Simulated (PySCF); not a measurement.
Molecule: SMILES CC1CC(=O)C1, C₅H₈O.

Molfile (atoms numbered from 1):
```
C5H8O
     RDKit          3D

 14 14  0  0  0  0  0  0  0  0999 V2000
   -1.7667    0.4152    0.0716 C   0  0  0  0  0  0  0  0  0  0  0  0
   -0.4079   -0.0392   -0.4139 C   0  0  0  0  0  0  0  0  0  0  0  0
    0.3637   -1.0731    0.4483 C   0  0  0  0  0  0  0  0  0  0  0  0
    1.6001   -0.1964    0.2933 C   0  0  0  0  0  0  0  0  0  0  0  0
    2.7692   -0.3731    0.4687 O   0  0  0  0  0  0  0  0  0  0  0  0
    0.7793    0.9513   -0.2827 C   0  0  0  0  0  0  0  0  0  0  0  0
   -1.7130    0.7743    1.1125 H   0  0  0  0  0  0  0  0  0  0  0  0
   -2.1583    1.2379   -0.5466 H   0  0  0  0  0  0  0  0  0  0  0  0
   -2.4992   -0.4062    0.0383 H   0  0  0  0  0  0  0  0  0  0  0  0
   -0.4783   -0.3999   -1.4524 H   0  0  0  0  0  0  0  0  0  0  0  0
    0.4486   -2.1114    0.0935 H   0  0  0  0  0  0  0  0  0  0  0  0
    0.0238   -1.0903    1.4984 H   0  0  0  0  0  0  0  0  0  0  0  0
    0.6024    1.7290    0.4805 H   0  0  0  0  0  0  0  0  0  0  0  0
    1.1760    1.4364   -1.1874 H   0  0  0  0  0  0  0  0  0  0  0  0
  1  2  1  0
  2  3  1  0
  3  4  1  0
  4  5  2  0
  4  6  1  0
  6  2  1  0
  1  7  1  0
  1  8  1  0
  1  9  1  0
  2 10  1  0
  3 11  1  0
  3 12  1  0
  6 13  1  0
  6 14  1  0
M  END
```

Spin–spin couplings on one PBE0-D3(BJ)/def2-SVP geometry, PySCF 2.14, gas phase, non-relativistic, equivalent pairs averaged (without the spin–dipole term); isotopes $^{13}$C, $^{1}$H; basis pcJ-1.

Task: How do the couplings (Hz) change with the functional? Times are CPU seconds on 1 thread of an x86-64 server CPU, shared host.

Result: 
```tsv
functional	functions	$^{1}J$(C3,H11)	$^{1}J$(C2,H10)	$^{1}J$(C3,H12)	$^{1}J$(C1,H7)	$^{1}J$(C3,C4)	$^{1}J$(C1,C2)	$^{1}J$(C2,C3)	core-s
HF	242	176.7	169.3	166.0	159.1	71.0	68.2	61.2	33
LDA	242	112.2	107.5	104.1	100.3	16.1	23.0	16.2	28
PBE	242	132.8	128.4	123.6	120.5	25.1	32.5	24.8	33
KT2	242	140.4	134.9	129.7	126.3	16.4	23.5	17.6	33
PBE0	242	137.6	132.7	127.8	124.4	31.3	37.6	29.8	38
B97-2	242	131.2	125.9	121.5	118.9	30.4	36.8	29.1	32
```
